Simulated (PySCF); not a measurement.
Property card for 1-methylcyclopentene (`C1CC=C(C1)C`)

Species: 1-methylcyclopentene, C6H10.
Structure used (PBE0-D3(BJ)/def2-SVP), in Å, numbered top down from 1:
```
atom  x, y, z in Å
C1     2.2707    0.3599   -0.0278
C2     0.7879    0.2173   -0.0295
C3    -0.1232    1.1462   -0.3517
C4    -1.5280    0.6175   -0.2936
C5    -1.3642   -0.7158    0.4591
C6     0.1168   -1.0941    0.2987
H7     2.5855    1.3710   -0.3222
H8     2.6887    0.1452    0.9704
H9     2.7373   -0.3608   -0.7212
H10    0.1214    2.1638   -0.6686
H11   -1.9291    0.4686   -1.3143
H12   -2.2299    1.3034    0.2092
H13   -2.0506   -1.4981    0.1033
H14   -1.5843   -0.5579    1.5267
H15    0.5379   -1.5704    1.2004
H16    0.2781   -1.8133   -0.5272
```

From PBE0-D3(BJ)/def2-SVP geometry optimisation, gas phase (PySCF):

```
Rotational constants A, B, C : 6.990, 3.046, 2.258 GHz
```

From B3LYP/def2-SVPD ground state and vertical TDDFT (core frozen in the response) (PySCF):

```
Dipole moment                                                     : 0.26 D
HOMO energy                                                       : -6.34 eV
LUMO energy                                                       : 0.46 eV
HOMO–LUMO gap                                                     : 6.80 eV
Lowest singlet excitation                                         : 5.91 eV (210 nm, f = 0.002)
Strongest line among the 6 lowest singlet transitions             : S3 at 6.64 eV (187 nm, f = 0.279)
Static isotropic polarisability                                   : 71.4 au
Electronic spatial extent ⟨r²⟩ about the centre of nuclear charge : 609 bohr²
```

Monoisotopic mass (most abundant isotopes): 82.0783 u.

The principal polarisabilities are 56.7, 72.0 and 85.6 au; their mean is the isotropic value. The largest Löwdin shares of the HOMO are 0.31 on C3, 0.29 on C2, 0.08 on C4 and 0.07 on C6. The rotational constants make it an asymmetric top with κ = (2B − A − C)/(A − C) = -0.67, nearer the prolate limit (−1). With B = h/(8π²I), that is 505.379 GHz u Å² over I, the principal moments of inertia are 72.3, 165.9 and 223.9 u Å² (most abundant isotopes).

For the geometry optimisation (PBE0-D3(BJ)/def2-SVP), on one thread, Arm Neoverse V1 (shared host), this took 26 s wall.

One conformer stands for the species.
